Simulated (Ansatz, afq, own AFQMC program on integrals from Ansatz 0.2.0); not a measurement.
Where AFQMC and coupled cluster stand for GeH$_{3}$, doublet

```yaml
atoms:
  - { symbol: Ge, position_ang: [-0.0018, 0.0031, -0.0176] }
  - { symbol: H, position_ang: [1.4632, 0.0200, 0.4537] }
  - { symbol: H, position_ang: [-0.6125, 1.0323, 0.3636] }
  - { symbol: H, position_ang: [-0.7210, -1.2747, 0.4500] }
```

Basis 6-31G. Noble-gas cores (and the filled d shells of Ga–Kr and In–Xe) are frozen. Ansatz 0.2.0 and our own AFQMC program on the same integrals; the CISD trial comes from CCSD amplitudes, and released means the phaseless constraint is let go. Free AFQMC starts from the CCSD state and is never constrained. Its projection time is finite, and what remains of the start isn't in its error. Error bars are statistical, one sigma. No spin–orbit coupling.

Determinant: UHF, the one that the program's search chose, which needn't be the lowest solution. The geometry is a point of a scan.

Full CI on the same integrals is exact in this basis and with this determinant's frozen core.

Cautions: no relativity below Rb; no spin-orbit coupling; inner d shell frozen.

The T1 diagnostic is 0.0085 and the weight of the determinant in the CISD state is 0.954. The ⟨S²⟩ of the determinant is 0.755 and the size of the correlated space is 7 electrons in 21 orbitals.

Reference: full CI, correlation energy -1.819 eV. The released energy is read at 2.40 1/Eh (meV from the phaseless value at times in 1/Eh: -0.1 ± 0.4 at 0.24, -0.2 ± 0.4 at 0.51, -0.39 ± 0.22 at 0.99, -0.4 ± 0.3 at 1.62, -0.47 ± 0.24 at 2.40).

| level | E − E(reference) (mEh) | share of correlation (%) |
| --- | --- | --- |
| HF | 66.84 | 0.00 |
| MP2 | 19.24 | 71.21 |
| CCSD | 1.04 | 98.44 |
| CCSD(T) | 0.29 | 99.57 |
| ph-AFQMC/HF | 0.64 ± 0.38 | 99.04 |
| ph-AFQMC/CISD | 0.02 ± 0.02 | 99.96 |
| released AFQMC | 0.01 ± 0.009 | 99.99 |
| free AFQMC | -0.01 ± 0.009 | 100.01 |

Free projections are given only where their last times agree within the noise and don't stop above the reference; a slow remainder of the start can still hide under it. A walk keeps the symmetry of its determinant, which the program's search chose and which needn't be the lowest solution, so a lower state of the same spin and another symmetry isn't excluded. Released energies are given only where the last usable release times agree within the noise; a slower fall can still hide under it.
